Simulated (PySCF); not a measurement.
A species of formula C2H2N2O has this rotational fingerprint, computed with PBE0-D3(BJ)/def2-SVP geometry optimisation, gas phase (PySCF):

```
Rotational constants : A = 11386, B = 4278, C = 3109 MHz
Dipole components    : |μa| = 2.65 D, |μb| = 3.81 D, |μc| = 0.00 D
Inertial defect      : 0.00 u·Å²
κ                    : -0.72
```

Question: Which structure is it? (One computed conformer of each.)
A. `c1ncon1`
B. `c1nnco1`
C. `C(C#N)(N)=O`

Answer: C. It is N#CC(N)=O, an asymmetric top, point group Cs. The candidates at the same level (rigid rotor, commonest isotopes):

```tsv
SMILES	A (MHz)	B (MHz)	C (MHz)	μa (D)	μb (D)	μc (D)	Δ (u·Å²)	point group	rotor
N#CC(N)=O	11386	4278	3109	2.65	3.81	0.00	0.00	Cs	asymmetric top
c1ncon1	10543	10290	5208	1.09	0.40	0.00	0.00	Cs	near-oblate asymmetric top
c1nnco1	10519	10377	5224	3.20	0.00	0.00	0.00	C2v	near-oblate asymmetric top
```

`c1ncon1` has B 141 % too high; `c1nnco1` has B 143 % too high. In the right answer the mirror of this Cs structure is the ab plane, so μc vanishes by symmetry. No structure here is proved a minimum.

Conformer computed: `[N:1]#[C:2][C:3]([NH2:4])=[O:5]`: H–N4–C3–C2 180°, H–N4–C3–C2 0°.
